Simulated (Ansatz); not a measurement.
Consider the atomization: `[F][AlH][SH]` → Al• + F• + 2 H• + S•.

Calculated with Ansatz (gas phase, PBE0-D4/def2-TZVP geometries, no zero-point term in ΔE). CBS: def2 TZ/QZ extrapolation, frozen cores. Functionals use def2-TZVPP. No spin–orbit coupling; open shells (•) take unrestricted orbitals. Spin–orbit coupling would lower the free atoms: a little for Al, F, S. Each species was taken in one conformer, which may not be the lowest.

```tsv
level	ΔE (kJ/mol)
PBE0-D4	1573.7
BLYP	1566.8
SCS-MP2/def2-TZVPP	1586.8
HF/CBS(def2)	1198.2
```

(1) What does CCSD(T)/CBS give? (An estimate is asked.)

Largest T1 diagnostic among the species: 0.018.

## Answers

(1) Computed: +1618.3 kJ/mol. The listed levels differ from it by -44.6, -51.5, -31.5, -420.1 kJ/mol.

From PBE to PBE0 (25 % exact exchange), in def2-TZVPP and without D4, ΔE moves by −26.5 kJ/mol: exact exchange takes away binding that semilocal exchange gives to molecules. At CCSD(T), def2-SVP lies −131.3 kJ/mol from the extrapolated value and def2-TZVPP −55.1 kJ/mol: correlation converges slowly with the basis, and small sets miss more of it in the bonded molecule than in its fragments.

CCSD(T)/CBS has its own doubt, a few kJ/mol and more with outer-core shells, so smaller differences from it don't rank the levels.
